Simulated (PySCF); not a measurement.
C2F4.

```xyz
6

F      0.0000     1.1015    -1.3868
C      0.0000     0.0000    -0.6660
F      0.0000    -1.1015    -1.3868
C      0.0000     0.0000     0.6660
F      0.0000    -1.1015     1.3868
F      0.0000     1.1015     1.3868
```
Charge 0, spin multiplicity 1.

Geometry optimised at B3LYP-D3(BJ)/def2-SVP.

All values below come from PBE/pcSseg-1 in PySCF. Non-relativistic, no solvent.

Computed absolute GIAO shielding of each atom: isotropic value and principal components (ppm):
```tsv
atom	σ(iso)	σ11	σ22	σ33	span
F1	292.9	262.0	272.7	343.9	82.0
C2	26.1	4.8	17.8	55.7	50.8
F3	292.9	262.0	272.7	343.9	82.0
C4	26.1	4.8	17.8	55.7	50.8
F5	292.9	262.0	272.7	343.9	82.0
F6	292.9	262.0	272.7	343.9	82.0
```
